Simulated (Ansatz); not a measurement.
This geometry of BH3O + FH (7 atoms, charge 0, multiplicity 1) is a first-order saddle point.

All numbers below come from UKS PBE0/def2-SVP (Ansatz).

```xyz
7
Properties=species:S:1:pos:R:3
B -0.568 -0.027 -0.192
O 0.777 0.614 -0.280
H -1.003 -0.387 -1.256
H -1.287 0.415 0.674
H 0.964 -0.575 0.229
F 0.227 -1.349 0.446
H 0.890 1.309 0.378
```

**Question.** Which two structures does it join? (They come from a converged band through this point; their orientation in space is the band's.)

**Answer.** Bonds broken: H5–F6. Bonds formed: B1–F6, O2–H5. BH3O + FH becomes BFH4O.

Image 0:

```xyz
7
Properties=species:S:1:pos:R:3
B -0.904 0.428 -0.198
O 0.378 0.442 0.245
H -1.320 -0.621 -0.619
H -1.563 1.441 -0.154
H 1.228 -1.051 0.144
F 1.498 -1.933 0.005
H 0.683 1.294 0.576
```

Image 8:

```xyz
7
Properties=species:S:1:pos:R:3
B -0.688 -0.252 -0.031
O 0.778 0.610 -0.222
H -0.880 -0.620 -1.177
H -1.398 0.622 0.438
H 1.449 -0.024 -0.514
F -0.316 -1.241 0.849
H 1.056 0.906 0.657
```

**Question.** How far does it lie above each of them?

**Answer.** 44.5 kJ/mol above the first and 80.8 kJ/mol above the second. This is the barrier of this one path; another mechanism may lie lower. The orbitals stay closed-shell, which can raise the energy where a bond breaks towards radicals; this wasn't checked here.

Run time: 2.8 min on 2 threads of Intel(R) Xeon(R) Platinum 8259CL CPU @ 2.50GHz (Skylake/Cascade Lake), with other jobs on the host, peak memory 0.16 GiB.
